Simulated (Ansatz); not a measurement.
Results of revPBE (PAW; Ansatz, an electronic-structure program) for rutile CrO2.

Settings: plane-wave cutoff 520 eV, 12×12×18 k mesh (along the axes of the cell as run), Fermi–Dirac smearing 0.05 eV, spin-polarised with parallel moments, scalar-relativistic PAW data made under PBE.

Shape and atoms are relaxed at each volume.

Pressure at four volumes; x = ln(V/9.800 Å³). One pressure is withheld.

| V (Å³/atom) | x | P (GPa) |
|---|---|---|
| 9.408 | -0.0408 | ? |
| 9.604 | -0.0202 | 4.55 |
| 9.800 | 0.0000 | -0.01 |
| 10.192 | 0.0392 | -7.54 |

Problem. Pass a parabola P(x) through the three rows shown, estimate the bulk modulus and its pressure derivative near zero pressure, and predict the withheld pressure.

Solution. Slopes between the rows: (-0.01 − (4.55))/(0.0000 − (-0.0202)) = -225.74 and (-7.54 − (-0.01))/(0.0392 − (0.0000)) = -192.09 GPa. Their difference over the span 0.0594 is c = 33.65/0.0594 = 566.5 GPa, so P(x) = 4.55 + (-225.74)(x − (-0.0202)) + 566.5 (x − (-0.0202))(x − (0.0000)). At the middle row B = −dP/dx = −[-225.74 + 566.5 × 0.0202] = 214.3 GPa, and B′ = dB/dP = 2c/B = 5.3. At x = -0.0408 the parabola gives 9.68 GPa; the run gives 9.70 GPa. The Birch–Murnaghan fit to the energies at all volumes has B0 = 214 GPa and B′ = 5.3.

Measured, for comparison: bulk modulus 242 ± 2 GPa (temperature not stated, not corrected to a static lattice, equation of state from high-pressure X-ray diffraction; as tabulated in Datta et al. (2023), arXiv:2307.04584). Computed (rounded) less measured: bulk modulus -12 %.

Note: the bulk modulus comes from volumes at which shape and atoms were relaxed.
